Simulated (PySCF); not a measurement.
Species: DPP, C6H4N2O2.
Atom-mapped SMILES: `[O:1]=[C:2]1[NH:3][CH:4]=[C:5]2[C:6](=[O:7])[NH:8][CH:9]=[C:10]12` (hydrogens: H11 on N3; H12 on C4; H13 on N8; H14 on C9)

The same species was optimised twice, with GFN2-xTB and with PBE0-D3(BJ)/def2-SVP (PySCF), and the same property calculations (PySCF, gas phase) were run on both structures.

| coordinate | GFN2-xTB | PBE0-D3(BJ)/def2-SVP | change |
| --- | --- | --- | --- |
| C6–N8 (Å) | 1.410 | 1.425 | +0.015 |
| C2–N3 (Å) | 1.410 | 1.425 | +0.015 |
| C5–C6 (Å) | 1.453 | 1.464 | +0.011 |
| C2–C10 (Å) | 1.453 | 1.464 | +0.011 |
| C5–C10 (Å) | 1.447 | 1.439 | -0.008 |
| N3–C4 (Å) | 1.365 | 1.371 | +0.006 |
| N8–C9 (Å) | 1.365 | 1.371 | +0.006 |
| C4=C5 (Å) | 1.359 | 1.365 | +0.006 |
| C9=C10 (Å) | 1.359 | 1.365 | +0.006 |
| O1=C2 (Å) | 1.207 | 1.207 | 0.000 |
| C6=O7 (Å) | 1.207 | 1.207 | 0.000 |
| C5–C6–N8 (°) | 103.1 | 102.1 | -1.0 |
| N3–C2–C10 (°) | 103.1 | 102.1 | -1.0 |
| C2–C10–C9 (°) | 144.4 | 143.5 | -0.9 |
| C2–C10–C5 (°) | 107.8 | 108.7 | +0.9 |
| C6–C5–C10 (°) | 107.8 | 108.7 | +0.9 |
| C4–C5–C6 (°) | 144.4 | 143.5 | -0.9 |
| C5–C6–O7 (°) | 133.0 | 133.8 | +0.8 |
| O1–C2–C10 (°) | 133.1 | 133.8 | +0.7 |

Rotational constants: A = 3158, B = 1149, C = 842.2 MHz (GFN2-xTB) against A = 3137, B = 1135, C = 833.5 MHz (PBE0-D3(BJ)/def2-SVP). Point groups within 0.08 Å: C2h and C2h.

On the GFN2-xTB structure: HOMO (eV) -6.28 [PBE0/pcSseg-1]; LUMO (eV) -2.49 [PBE0/pcSseg-1]; GIAO shielding of O1/O7 (mean) (ppm) -103.5 [PBE0/pcSseg-1]; GIAO shielding of C2/C6 (mean) (ppm) 22.8 [PBE0/pcSseg-1]; GIAO shielding of N3/N8 (mean) (ppm) 92.1 [PBE0/pcSseg-1]; GIAO shielding of C4/C9 (mean) (ppm) 50.4 [PBE0/pcSseg-1]; GIAO shielding of C5/C10 (mean) (ppm) 72.2 [PBE0/pcSseg-1].

Q: What do these properties become on the PBE0-D3(BJ)/def2-SVP structure?

A: 
```json
{"property": "HOMO (eV)", "level": "PBE0/pcSseg-1", "on GFN2-xTB": "-6.28", "on PBE0-D3(BJ)/def2-SVP": "-6.27", "change": "+0.01"}
{"property": "LUMO (eV)", "level": "PBE0/pcSseg-1", "on GFN2-xTB": "-2.49", "on PBE0-D3(BJ)/def2-SVP": "-2.49", "change": "0.00"}
{"property": "energy, GFN2-xTB geometry as zero (kcal/mol)", "level": "PBE0/pcSseg-1", "on GFN2-xTB": "0.0", "on PBE0-D3(BJ)/def2-SVP": "-0.4", "change": "-0.4"}
{"property": "GIAO shielding of O1/O7 (mean) (ppm)", "level": "PBE0/pcSseg-1", "on GFN2-xTB": "-103.5", "on PBE0-D3(BJ)/def2-SVP": "-99.9", "change": "+3.6"}
{"property": "GIAO shielding of C2/C6 (mean) (ppm)", "level": "PBE0/pcSseg-1", "on GFN2-xTB": "22.8", "on PBE0-D3(BJ)/def2-SVP": "22.3", "change": "-0.5"}
{"property": "GIAO shielding of N3/N8 (mean) (ppm)", "level": "PBE0/pcSseg-1", "on GFN2-xTB": "92.1", "on PBE0-D3(BJ)/def2-SVP": "88.1", "change": "-4.0"}
{"property": "GIAO shielding of C4/C9 (mean) (ppm)", "level": "PBE0/pcSseg-1", "on GFN2-xTB": "50.4", "on PBE0-D3(BJ)/def2-SVP": "48.6", "change": "-1.8"}
{"property": "GIAO shielding of C5/C10 (mean) (ppm)", "level": "PBE0/pcSseg-1", "on GFN2-xTB": "72.2", "on PBE0-D3(BJ)/def2-SVP": "71.9", "change": "-0.3"}
```

The heavy atoms differ by 0.012 Å rms after alignment. Among bonds between heavy atoms C2–N3 and C6–N8 change most and about equally (+0.015 Å). Changes are differences of the printed values. Neither structure is proved a minimum here.
